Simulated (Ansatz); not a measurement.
Cost and result for the atomization energy of C$_{2}$H$_{3}$FO$_{2}$ (`O=COCF`) (8 atoms, 7 bonds).

```xyz
8

O    -0.259   -0.634   -1.667
C    -0.950   -0.021   -0.917
O    -0.624    0.342    0.341
C     0.663   -0.004    0.776
F     1.539    0.968    0.406
H    -1.967    0.333   -1.132
H     0.981   -0.946    0.329
H     0.617   -0.039    1.864
```

Charge 0, multiplicity 1. All single points use the PBE0-D4/def2-TZVP geometry. It is one conformer, not always the lowest. Program: Ansatz. Hardware: A = 2 threads of an AMD EPYC 7R13 on a shared host; B = 2 threads of an AMD EPYC 7R13 on a shared host and a share of an NVIDIA H100 80 GB. Times are those of one run each, without the atoms' runs, and a repeat can differ threefold. Electronic energies, without spin–orbit coupling; frozen cores. CCSD(T)/CBS extrapolates def2-TZVPP and def2-QZVPP, and its time is that of the two runs behind it. T1 = 0.015. B3LYP takes the VWN-RPA correlation (the form of Gaussian; ORCA's B3LYP/G).

CCSD(T)/CBS is a level of theory with its own doubt, some kJ/mol a heavy atom from the limit and from the frozen cores, so smaller differences don't rank the functionals.

| level | functions | wall time | atomization (kcal/mol) | difference from CCSD(T)/CBS | per bond |
| --- | --- | --- | --- | --- | --- |
| PBE-D4/def2-TZVPP (with forces) [A] | 197 | 1.8 s | 831.3 | 35.8 | 5.1 |
| PBE0-D4/def2-TZVPP [A] | 197 | 2.2 s | 800.0 | 4.5 | 0.6 |
| B3LYP-D4/def2-TZVPP (with forces) [A] | 197 | 2.9 s | 795.0 | -0.5 | -0.1 |
| r2SCAN-D4/def2-TZVPP (with forces) [A] | 197 | 3 s | 801.5 | 6.0 | 0.9 |
| B2PLYP/def2-TZVPP [A] | 197 | 3.8 s | 789.8 | -5.7 | -0.8 |
| ωB97X-V/def2-TZVPP [A] | 197 | 5 s | 798.8 | 3.3 | 0.5 |
| ωB97M-V/def2-TZVPP (with forces) [A] | 197 | 6.5 s | 799.6 | 4.1 | 0.6 |
| CCSD(T)/def2-TZVPP [B] | 197 | 9 s | 773.8 | -21.7 | -3.1 |
| CCSD(T)/def2-QZVPP [B] | 375 | 16 s | 786.7 | -8.8 | -1.3 |
| CCSD(T)/CBS(def2) | – | 25 s | 795.5 | 0.0 | 0.0 |

In def2-TZVPP, CCSD(T) changes the Hartree–Fock value by +233.9 kcal/mol (the triples alone add +17.2 kcal/mol) and MP2 by +262.7 kcal/mol; breaking electron pairs costs correlation energy, which Hartree–Fock lacks. From PBE to PBE0 (25 % exact exchange), in def2-TZVPP and without D4, the atomization energy moves by −30.8 kcal/mol: exact exchange takes away binding that semilocal exchange gives to molecules. The D4 term adds +4.3 kcal/mol with B3LYP and +2.2 kcal/mol with PBE0; it sums over pairs of atoms, weighted by their polarisabilities, and B3LYP, whose exchange is more repulsive, gets the larger term.
